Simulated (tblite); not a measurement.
Species: difluorophosphine, F₂HP.
SMILES: `FPF`

Level: GFN2-xTB in tblite, geometry and Hessian alike; calculated harmonic values, unscaled, isolated species. The method is semi-empirical: single wavenumbers can be off by several per cent or more. Modes of hydrogen on phosphorus can be 10 to 20 % off.

Harmonic wavenumbers (cm⁻¹): 321.9, 723.6, 770.6, 888.8, 953.6, 2194.5.

A = 22051, B = 9074, C = 6762 MHz; mass 69.978 u (most abundant isotopes); point group Cs, symmetry number 1.

Task: Zero-point energy?

Result: Half the sum of the wavenumbers: 2926 cm⁻¹ = 35.01 kJ/mol.

Task: Entropy at 500 K, 1 bar (ideal gas, RRHO, classical rotation)?

Result: Translation 172.58, rotation 102.64, vibration 20.71: S = 295.9 J/(mol K).

Task: And Cp and H(500 K) − H(0)?

Result: Cp = 62.63 J/(mol K), of which vibrations give 29.37 (their classical limit is 6 R = 49.9); H(500 K) − H(0) = 23.24 kJ/mol without the zero-point energy, 6.61 from vibrations.

Task: What must be added to the electronic energy to get the Gibbs energy at 500 K and 1 bar?

Result: ZPE + [H(500 K) − H(0)] − T·S = 35.01 + 23.24 − 147.97 = -89.72 kJ/mol.

Task: Which modes carry the vibrational entropy at 500 K?

Result: 321.9 cm⁻¹: 9.24; 723.6 cm⁻¹: 3.57; 770.6 cm⁻¹: 3.21; 888.8 cm⁻¹: 2.46; 953.6 cm⁻¹: 2.12; 2194.5 cm⁻¹: 0.11 J/(mol K).

Task: How do the functions run with temperature in this model?

Result: 
| T (K) | S (J/(mol K)) | Cp (J/(mol K)) | H − H(0) (kJ/mol) | G − H(0) (kJ/mol) | ln q(vib) |
| --- | --- | --- | --- | --- | --- |
| 150 | 236.9 | 38.1 | 5.19 | -30.35 | 0.05 |
| 250 | 258.2 | 46.2 | 9.39 | -55.16 | 0.21 |
| 298.15 | 266.7 | 50.3 | 11.71 | -67.80 | 0.32 |
| 400 | 282.5 | 57.5 | 17.22 | -95.79 | 0.59 |
| 600 | 307.7 | 66.4 | 29.70 | -154.92 | 1.22 |
| 900 | 336.1 | 73.4 | 50.79 | -251.71 | 2.19 |

q(vib) and H(0) count from the zero-point level.
